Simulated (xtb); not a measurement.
xtb input (GFN2-xTB):

```bash
xtb mol.xyz --gfn 2 --sp --chrg 1 --uhf 0
```
mol.xyz:
```
3

C      0.76197714     0.16421155     0.12929809
C     -0.50086338    -0.15732525    -0.14166660
H     -1.56668253    -0.04131782     0.07421100
```

End of the output:

```
         :::::::::::::::::::::::::::::::::::::::::::::::::::::
         ::                     SUMMARY                     ::
         :::::::::::::::::::::::::::::::::::::::::::::::::::::
         :: total energy              -3.947208511675 Eh    ::
         :: gradient norm              0.312758000419 Eh/a0 ::
         :: HOMO-LUMO gap              1.064379222753 eV    ::
         ::.................................................::
         :: SCC energy                -4.012515047485 Eh    ::
         :: -> isotropic ES            0.186276565352 Eh    ::
         :: -> anisotropic ES         -0.022899541843 Eh    ::
         :: -> anisotropic XC          0.003221904936 Eh    ::
         :: -> dispersion             -0.000358269878 Eh    ::
         :: repulsion energy           0.065306535809 Eh    ::
         :: add. restraining           0.000000000000 Eh    ::
         :: total charge               1.000000000060 e     ::
         :::::::::::::::::::::::::::::::::::::::::::::::::::::

           -------------------------------------------------
          |                Property Printout                |
           -------------------------------------------------

    * Orbital Energies and Occupations

         #    Occupation            Energy/Eh            Energy/eV
      -------------------------------------------------------------
         1        2.0000           -1.0009637             -27.2376
         2        2.0000           -0.8964167             -24.3927
         3        2.0000           -0.8358018             -22.7433
         4        2.0000           -0.8323464             -22.6493 (HOMO)
         5                         -0.7932312             -21.5849 (LUMO)
         6                         -0.6410514             -17.4439
         7                         -0.6256522             -17.0249
         8                         -0.2221230              -6.0443
         9                          0.2335772               6.3560
      -------------------------------------------------------------
                  HL-Gap            0.0391152 Eh            1.0644 eV
             Fermi-level           -0.8127765 Eh          -22.1168 eV

     #   Z          covCN         q      C6AA      α(0)
     1   6 C        0.981     0.421    25.534     8.488
     2   6 C        1.905     0.142    27.647     8.492
     3   1 H        0.924     0.437     0.415     1.008

 Mol. C6AA /au·bohr⁶  :        119.995053
 Mol. C8AA /au·bohr⁸  :       3327.737911
 Mol. α(0) /au        :         17.987052

Wiberg/Mayer (AO) data.
Note: The following floating-point exceptions are signalling: IEEE_DENORMAL
normal termination of xtb
largest (>0.10) Wiberg bond orders for each atom

 ---------------------------------------------------------------------------
     #   Z sym  total        # sym  WBO       # sym  WBO       # sym  WBO
 ---------------------------------------------------------------------------
     1   6 C    3.307 --     2 C    3.165     3 H    0.142
     2   6 C    3.833 --     1 C    3.165     3 H    0.668
     3   1 H    0.809 --     2 C    0.668     1 C    0.142
 ---------------------------------------------------------------------------

Topologies differ in total number of bonds
Writing topology from bond orders to xtbtopo.mol

molecular dipole:
                 x           y           z       tot (Debye)
 q only:       -0.821       0.054       0.126
   full:       -0.216       0.012       0.031       0.555
molecular quadrupole (traceless):
                xx          xy          yy          xz          yz          zz
 q only:        4.778       0.494      -2.380       0.004       0.058      -2.398
  q+dip:        9.765       1.489      -4.839       0.554       0.206      -4.926
   full:        8.184       0.938      -4.073       0.112       0.122      -4.111

           -------------------------------------------------
          | TOTAL ENERGY               -3.947208511675 Eh   |
          | GRADIENT NORM               0.312758000419 Eh/α |
          | HOMO-LUMO GAP               1.064379222753 eV   |
           -------------------------------------------------

------------------------------------------------------------------------
------------------------------------------------------------------------
 total:
 SCF:
```
